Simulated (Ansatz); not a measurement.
**Os (model structure, started from the diamond type, Fd-3m, No. 227, 2 atoms in the cell)**

All values below come from PBEsol (PAW; Ansatz, an electronic-structure program).

Settings: plane-wave cutoff 500 eV, 24×24×24 k mesh, Fermi–Dirac smearing 0.1 eV, no spin polarisation, scalar-relativistic PAW data made under PBE.

Cell (relaxed at this level):

```
CELL_PARAMETERS angstrom
      0.00000     2.75095     2.75095
      2.75095     0.00000     2.75095
      2.75095     2.75095     0.00000
ATOMIC_POSITIONS crystal
  Os 0.75000 0.75000 0.75000
  Os 0.50000 0.50000 0.50000
```

```
Item      Result
--------  ------
band gap    none
```

Note: the relaxation could raise the start's symmetry but not lower it, so the cell can be a saddle point.

Spin–orbit coupling is not included.

Computed values are for the static lattice.

Cost on a shared machine: around 80 core-seconds (rough).

A model structure was made by putting elements into a prototype or built by hand; it is no filed structure, need not be a known phase, and can be a saddle point held by its symmetry.
